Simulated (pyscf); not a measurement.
Thermochemistry of product channels of H₃C–O–CH₃ (SMILES COC) + O (SMILES [O]) [triplet] on the triplet surface, in kcal/mol, from CCSD(T)/def2-TZVPP + ΔMP2(QZVPP) energies (ideal gas, 1 atm, RRHO with modes under 100 cm⁻¹ raised to 100, one conformer, R ln 2 for rigid chiral ones). Structures and frequencies: ωB97X-D3(BJ)/def2-SVP in PySCF. Correlated levels are frozen-core, on RHF or UHF. ΔMP2 is the change of the MP2 total energy from the triple- to the quadruple-zeta basis.

| products | ΔE | ΔH(298 K) | ΔG(298 K) | ΔG(600 K) |
|---|---|---|---|---|
| H₃C–O• (SMILES C[O]) + H₃C–O• (SMILES C[O]) | -0.4 | -4.4 | -8.4 | -12.5 |
| CH₃• (SMILES [CH3]) + H₂C=O (SMILES C=O) + OH• (SMILES [OH]) | +10.0 | +2.7 | -9.9 | -23.0 |

These are energies of the channels, which say nothing of barriers. H₃C–O–CH₃ lies 11.4 kcal/mol over its isomer H₃C–CH₂–OH, and others may lie lower still (electronic energy, ωB97M-D3(BJ)). H₃C–O• lies 7.0 kcal/mol over its isomer •H₂C–OH, and others may lie lower still (electronic energy, ωB97M-D3(BJ)). The CCSD(T) − MP2 part came from Ansatz, without density fitting, on the same reference. Left out: orbital degeneracy and the spin-orbit lowering of OH, O. The orbital near-degeneracy of the XH₃O or XH₃S radical is left out.
